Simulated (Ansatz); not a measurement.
**CH2ClF (chlorofluoromethane) at PBE-QIDH/aug-cc-pVDZ**

What is the vertical electron affinity of CH2ClF (chlorofluoromethane) at PBE-QIDH/aug-cc-pVDZ? 

Program for the calculation: Ansatz 0.2.0.

68 further runs of the same task are left out: 68 set aside as unsound or not needed.

### Step 1. Starting point

The species is CH2ClF (5 atoms), meant as a singlet with charge 0. As SMILES, `FCCl`. The shape is that of a PBE0-D4/def2-TZVP optimisation.

Bond lengths: F1–C2 1.355 Å, C2–Cl3 1.766 Å, C2–H4 1.089 Å, C2–H5 1.089 Å. Angles: F1–C2–Cl3 110.5°, F1–C2–H4 109.3°, F1–C2–H5 109.3°, Cl3–C2–H4 107.8°, Cl3–C2–H5 107.8°, H4–C2–H5 112.3°.

### Step 2. The energy at PBE-QIDH/aug-cc-pVDZ

File in.yaml:

```yaml
crystal:
  periodic: [false, false, false]
  atoms:
    - {symbol: F, position_ang: [-0.970450, 0.560520, 0.766500]}
    - {symbol: C, position_ang: [0.083560, 0.089320, 0.058070]}
    - {symbol: Cl, position_ang: [-0.422970, -1.232890, -0.998060]}
    - {symbol: H, position_ang: [0.832130, -0.302600, 0.745580]}
    - {symbol: H, position_ang: [0.477720, 0.885670, -0.572080]}
basis:
  gaussian:
    orbitals: aug-cc-pVDZ
accuracy: high
output: {orbitals: {seedname: orbitals}}
correlation:
  frozen_orbitals: {C: 1, Cl: 5, F: 1, H: 0}
hamiltonian:
  xc: {name: PBE-QIDH}
```

Command:

```
$ ansatz run in.yaml --threads 1 --pin off --max-ram 3480MiB --events-out events.jsonl --progress --plain --runs-dir runs
```

The program printed:

```text
Warning: RAYON_NUM_THREADS=1 ignored (pool sized by the plan → 1); use --threads N
Functional definition: PBE-QIDH
  name "PBE-QIDH"
  parameter a = 3^(-1/3)
  parameter c = 1/3
  exchange = (1 - a)*pbe_x + a*exact_x
  correlation = (1 - c)*pbe_c + c*(mp2_os + mp2_ss)
1830 factors; integrals over basis functions are off by at most 4.1e-9 eV
mean field evaluation 1: about -16291.9331 eV, gradient 1.9e1 eV
mean field evaluation 2: about -16291.9607 eV, gradient 1.9e1 eV
mean field evaluation 4: about -16292.6757 eV, gradient 2.0e0 eV
mean field evaluation 8: about -16292.6863 eV, gradient 1.3e-1 eV
mean field evaluation 16: about -16292.6863 eV, gradient 1.4e-5 eV
mean field -16292.68634588 eV, -598.7451796317 hartree, gradient 4.1e-8 eV, S^2 0.000000; 0 other end points of the search recorded, 0 dependent functions left out
7 core orbitals not correlated: weight in the atoms' cores, before any rotation towards them, 1.000 or more for the frozen orbitals, at most 0.000 for the correlated occupied ones
reference -16292.68634757 eV, -598.7451796936 hartree; 10, 10 occupied and 74, 74 virtual orbitals, 1830 factors
second order -15.24573284 eV of doubles, -0.00000000 eV of singles
Total energy: -16297.76825851 eV, -598.9319364762 hartree
```

It took 6.9 s on 1 thread of Arm Neoverse V2, shared host; peak memory 0.26 GiB.

### Step 3. The doublet anion

File molecule.yaml:

```yaml
crystal:
  periodic: [false, false, false]
  atoms:
    - {symbol: F, position_ang: [-0.970450, 0.560520, 0.766500]}
    - {symbol: C, position_ang: [0.083560, 0.089320, 0.058070]}
    - {symbol: Cl, position_ang: [-0.422970, -1.232890, -0.998060]}
    - {symbol: H, position_ang: [0.832130, -0.302600, 0.745580]}
    - {symbol: H, position_ang: [0.477720, 0.885670, -0.572080]}
basis:
  gaussian:
    orbitals: aug-cc-pVDZ
total_charge: -1
magnetization:
  spin_polarized: true
  initial_magnetization: 1
hamiltonian:
  xc: {name: PBE-QIDH}
correlation:
  frozen_orbitals: {C: 1, Cl: 5, F: 1, H: 0}
accuracy: high
output:
  orbitals: {seedname: orbitals}
```

Command:

```
$ ansatz run molecule.yaml --threads 1 --pin off --max-ram 3480MiB --events-out events.jsonl --progress --plain --runs-dir runs
```

The program printed (excerpt; [...] marks lines left out):

```text
Warning: RAYON_NUM_THREADS=1 ignored (pool sized by the plan → 1); use --threads N
[... 2 set-up lines as earlier in the session ...]
[...]
1830 factors; integrals over basis functions are off by at most 4.1e-9 eV
[...]
mean field -16291.97963525 eV, -598.7192084950 hartree, gradient 6.6e-8 eV, S^2 0.750104; 4 other end points of the search recorded, 0 dependent functions left out
7 core orbitals not correlated: weight in the atoms' cores, before any rotation towards them, 1.000 or more for the frozen orbitals, at most 0.000 for the correlated occupied ones
reference -16291.97963612 eV, -598.7192085272 hartree; 11, 10 occupied and 73, 74 virtual orbitals, 1830 factors
second order -15.42138020 eV of doubles, -0.00000000 eV of singles
Total energy: -16297.12009619 eV, -598.9081169503 hartree
```

Wall time 20 s (1 thread of Arm Neoverse V2, shared host); peak memory 0.38 GiB.

### Step 4. Summary of results

Level: PBE-QIDH/aug-cc-pVDZ, 7 core orbitals frozen.

```
                                                               quantity          value
                                           singlet CH2ClF: total energy  -598.93194 Eh
                      singlet CH2ClF: HOMO energy (SCF part's orbitals)      -11.20 eV
                      singlet CH2ClF: LUMO energy (SCF part's orbitals)        0.59 eV
                    singlet CH2ClF: HOMO–LUMO gap (SCF part's orbitals)       11.79 eV
                                            doublet anion: total energy  -598.90812 Eh
doublet anion: HOMO energy (SCF part's orbitals) (highest over α and β)        1.06 eV
 doublet anion: LUMO energy (SCF part's orbitals) (lowest over α and β)        3.34 eV
                                                    doublet anion: ⟨S²⟩          0.750
                      vertical electron affinity (to the doublet anion)      -0.648 eV
```

**Reading.** The anion lies 0.65 eV (14.9 kcal/mol) above the neutral: the electron isn't bound at this level, and such a value depends on the basis. The HOMO (doublet anion) lies at positive energy, 1.06 eV; only total energies tell whether the electron is bound.
